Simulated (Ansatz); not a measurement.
## HCO, doublet: energies of several shapes or isomers

Program: Ansatz, Gaussian basis, development build; BCCD by scripts on PySCF. Basis STO-3G, 2 core orbitals frozen, nonrelativistic. The basis is small, far from the limit. On stretched bonds single-reference methods can fail or change state.

Case A. A bond is stretched, to 1.61 times the sum of the covalent radii.

```xyz
3

C     0.0000    0.0000    0.0000
H     0.0000    0.9200   -0.6300
O     0.0000    0.0000    2.2932
```

Case B. A bond is stretched, to 2.97 times the sum of the covalent radii.

| atom | x (Å) | y (Å) | z (Å) |
| --- | --- | --- | --- |
| C | 0.0000 | 0.0000 | 0.0000 |
| H | 0.0000 | 2.6220 | -1.7955 |
| O | 0.0000 | 0.0000 | 1.1760 |

Case C:

```json
{"atom": "C", "x (Å)": "0.0000", "y (Å)": "0.0000", "z (Å)": "0.0000"}
{"atom": "H", "x (Å)": "0.0000", "y (Å)": "0.9200", "z (Å)": "-0.6300"}
{"atom": "O", "x (Å)": "0.0000", "y (Å)": "0.0000", "z (Å)": "1.4112"}
```

Case D:

```xyz
3

C     0.0000    0.0000    0.0000
H     0.0000    0.8280   -0.5670
O     0.0000    0.0000    1.1760
```

Case E:

```xyz
3

C     0.0000    0.0000    0.0000
H     0.0000    0.9200   -0.6300
O     0.0000    0.0000    1.2348
```

Case F. A bond is stretched, to 2.17 times the sum of the covalent radii.

```xyz
3

C     0.0000    0.0000    0.0000
H     0.0000    0.9200   -0.6300
O     0.0000    0.0000    3.0811
```

Energy less that of case A, in eV:

```json
{"case": "B", "RCCSD": "-5.666", "UCCSD(T)": "-5.616", "UBCCD(T)": "-5.895"}
{"case": "C", "RCCSD": "-5.796", "UCCSD(T)": "-5.818", "UBCCD(T)": "-5.998"}
{"case": "D", "RCCSD": "-6.171", "UCCSD(T)": "-5.983", "UBCCD(T)": "-6.255"}
{"case": "E", "RCCSD": "-6.759", "UCCSD(T)": "-6.622", "UBCCD(T)": "-6.879"}
{"case": "F", "RCCSD": "–", "UCCSD(T)": "+0.416", "UBCCD(T)": "+0.136"}
```

Give the full CI energies against case A.

B: -5.570 eV; C: -5.790 eV; D: -5.950 eV; E: -6.591 eV; F: +0.480 eV.

Which case is lowest, and do the methods agree?

E is lowest in full CI. Of the methods shown, UCCSD(T), UBCCD(T) agree.

Rank the methods by their mean distance from full CI on these differences.

UCCSD(T) (0.040 eV), UBCCD(T) (0.294 eV).
